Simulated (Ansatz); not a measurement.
Worked example: correlation energy of GeCO, triplet

Geometry: displaced at random from a stationary point.

```tsv
atom	x (Å)	y (Å)	z (Å)
Ge	-0.0154	-0.0090	1.6865
C	-0.0163	-0.0252	-0.2476
O	0.0317	0.0342	-1.4389
```

Basis cc-pVDZ; Ansatz 0.2.0. Only valence electrons are correlated (noble-gas cores and the filled d shells of p-block atoms frozen), which leaves 14 electrons in 39 orbitals. R marks a restricted (for open shells ROHF) determinant, U an unrestricted one. No spin–orbit coupling is included, and no scalar relativity.

Full CI isn't at hand for all of this; UCCSDT(Q) serves as the reference, and is uncertain by the last step of the cluster series or more.

UCCSD has a T1 diagnostic of 0.026 and a largest doubles amplitude of 0.08.

Runs differ by some tens of microhartree through their thresholds and, for an open shell, their frozen cores, so steps under 0.03 kcal/mol mean nothing.

Here the R and U totals at CCSDT(Q) differ by 0.28 kcal/mol, a measure of how far such totals hang on the determinant and its frozen core.

| level | total energy (hartree) |
| --- | --- |
| UHF | -2188.035234 |
| UMP2 | -2188.393937 |
| UCCSD | -2188.409379 |
| UCCSD(T) | -2188.426058 |
| UCCSDT | -2188.427382 |
| UCCSDT(Q) | -2188.429266 |

Question: What is the correlation energy at UCCSDT(Q), and what share of it do UMP2 and UCCSD(T) recover?

Answer: E(corr) = -2188.429266 − (-2188.035234) = -0.394032 hartree = -10.722 eV. UMP2: -0.358703 / -0.394032 = 91.03 %. UCCSD(T): -0.390824 / -0.394032 = 99.19 %.

Question: By how many kcal/mol does UCCSD(T) miss UCCSDT(Q) (1 hartree = 627.509 kcal/mol), and which steps make up the rest?

Answer: -2188.426058 − (-2188.429266) = 0.003208 hartree = 2.01 kcal/mol. Steps: UCCSDT − UCCSD(T) = -0.83, UCCSDT(Q) − UCCSDT = -1.18 kcal/mol. Differences between like states or geometries often cancel part of this.
